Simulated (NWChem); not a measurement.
Program: NWChem. System: ClNa, charge 0, spin multiplicity 1, at a geometry optimised with B3LYP/def2-SVP. The structure started from a generated list of species. Level: CR-CCSD(T)/cc-pVQZ, 6 core orbitals frozen.

The NWChem input:

```
start mol
memory heap 100 mb stack 700 mb global 1900 mb
geometry units angstroms nocenter noautoz
  Na     0.000000     0.000000    -1.420937
  Cl     0.000000     0.000000     0.919430
  symmetry group C2v
end
basis spherical
  * library cc-pvqz
end
scf
  rhf
  nopen 0
  maxiter 100
  thresh 1e-7
  semidirect memsize 60000000 filesize 0
end
tce
  freeze core 6
  cr-ccsd(t)
  2eorb
  2emet 13
  thresh 1e-6
  maxiter 100
  tilesize 24
end
task tce energy
```

Part of the output:

```
             Northwest Computational Chemistry Package (NWChem) 7.3.0
             --------------------------------------------------------

                                NWChem Input Module
                                -------------------

 Scaling coordinates for geometry "geometry" by  1.889725989
 (inverse scale =  0.529177249)

 Turning off AUTOSYM since
 SYMMETRY directive was detected!

                             Geometry "geometry" -> ""
                             -------------------------

 Output coordinates in angstroms (scale by  1.889725989 to convert to a.u.)

  No.       Tag          Charge          X              Y              Z
 ---- ---------------- ---------- -------------- -------------- --------------
    1 Na                  11.0000     0.00000000     0.00000000    -1.42093700
    2 Cl                  17.0000     0.00000000     0.00000000     0.91943000

 Effective nuclear repulsion energy (a.u.)      42.2823196375

            Nuclear Dipole moment (a.u.)
            ----------------------------
        X                 Y               Z
 ---------------- ---------------- ----------------
     0.0000000000     0.0000000000     0.0000056692

      Symmetry information
      --------------------

 Group name             C2v
 Group number             16
 Group order               4
 No. of unique centers     2

      Symmetry unique atoms

     1    2


 Summary of "ao basis" -> "" (spherical)
 ------------------------------------------------------------------------------
       Tag                 Description            Shells   Functions and Types
 ---------------- ------------------------------  ------  ---------------------
 *                          cc-pvqz                   on all atoms

 Summary of "ao basis" -> "ao basis" (spherical)
 ------------------------------------------------------------------------------
       Tag                 Description            Shells   Functions and Types
 ---------------- ------------------------------  ------  ---------------------
 Na                         cc-pvqz                 17       59   6s5p3d2f1g
[...]
            Beta electrons :    14
           No. of orbitals :   236
            Alpha orbitals :   118
             Beta orbitals :   118
        Alpha frozen cores :     6
         Beta frozen cores :     6
     Alpha frozen virtuals :     0
      Beta frozen virtuals :     0
         Spin multiplicity : singlet
    Number of AO functions :   118
       Number of AO shells :    34
        Use of symmetry is : on
      Symmetry adaption is : on
         Schwarz screening : 0.10D-09

          Correlation Information
          -----------------------
          Calculation type : Coupled-cluster singles & doubles w/ perturbation
   Perturbative correction : Completely renormalized (T)
            Max iterations :      100
        Residual threshold : 0.10D-05
     T(0) DIIS level shift : 0.00D+00
     L(0) DIIS level shift : 0.00D+00
     T(1) DIIS level shift : 0.00D+00
     L(1) DIIS level shift : 0.00D+00
     T(R) DIIS level shift : 0.00D+00
     T(I) DIIS level shift : 0.00D+00
   CC-T/L Amplitude update :  5-th order DIIS
                I/O scheme : Global Array Library
        L-threshold :  0.10D-05
        EOM-threshold :  0.10D-05
 no EOMCCSD initial starts read in
 TCE RESTART OPTIONS
 SLICE:      F
 D4D5:       F
 quantumc:   F
 qrotation:  F
 pwtce:      F
 qducc:      F
 nacto:                         0
 nrotv:                         0
 nrot:                          0

            Memory Information
            ------------------
          Available GA space size is     249022876 doubles
          Available MA space size is     104851196 doubles

 Maximum block size supplied by input
 Maximum block size        24 doubles

 tile_dim =     20

 -------------------------------------------------

 Global array virtual files algorithm will be used

 Parallel file system coherency ......... OK

 4-electron integrals stored in orbital form

 v2    file size   =          7575484
 4-index algorithm nr.  13 is used
 imaxsize =       30
 imaxsize ichop =        0


CCSD iterations
 ---------------------------------------------------------
 Iter          Residuum       Correlation     Cpu    Wall
 ---------------------------------------------------------
    1   0.1202686109765  -0.2356244143048     0.4     0.4
    2   0.0261625831902  -0.2474730591911     0.4     0.4
    3   0.0075852468289  -0.2507134257086     0.4     0.4
    4   0.0025822691093  -0.2513047471084     0.4     0.4
    5   0.0010048490000  -0.2515046254038     0.4     0.4
    6   0.0004309188882  -0.2515643347012     0.4     0.4
    7   0.0002162421180  -0.2515786188655     0.4     0.4
    8   0.0001326058364  -0.2515792137236     0.4     0.4
    9   0.0000892081873  -0.2515800615440     0.4     0.4
   10   0.0000599657449  -0.2515806342654     0.4     0.4
   11   0.0000111468289  -0.2515808851503     0.4     0.4
   12   0.0000055280616  -0.2515812500594     0.4     0.4
   13   0.0000032428758  -0.2515812419098     0.4     0.4
   14   0.0000019618552  -0.2515812376639     0.4     0.4
   15   0.0000012594141  -0.2515812341196     0.4     0.4
   16   0.0000003226536  -0.2515812143083     0.4     0.4
 -----------------------------------------------------------------
 Iterations converged
 CCSD correlation energy / hartree =        -0.251581214308314
 CCSD total energy / hartree       =      -621.709841180806279

 Singles contributions

 Doubles contributions
 CR-CCSD(T)

 CR-CCSD[T]  correction energy / hartree =        -0.009117521083827
 CR-CCSD[T] correlation energy / hartree =        -0.260698735392141
 CR-CCSD[T] total energy / hartree       =      -621.718958701890074
 CR-CCSD(T)  correction energy / hartree =        -0.009054585322967
 CR-CCSD(T) correlation energy / hartree =        -0.260635799631281
 CR-CCSD(T) total energy / hartree       =      -621.718895766129208

 Task  times  cpu:       52.1s     wall:       52.1s

 Total times  cpu:       52.2s     wall:       52.2s
```
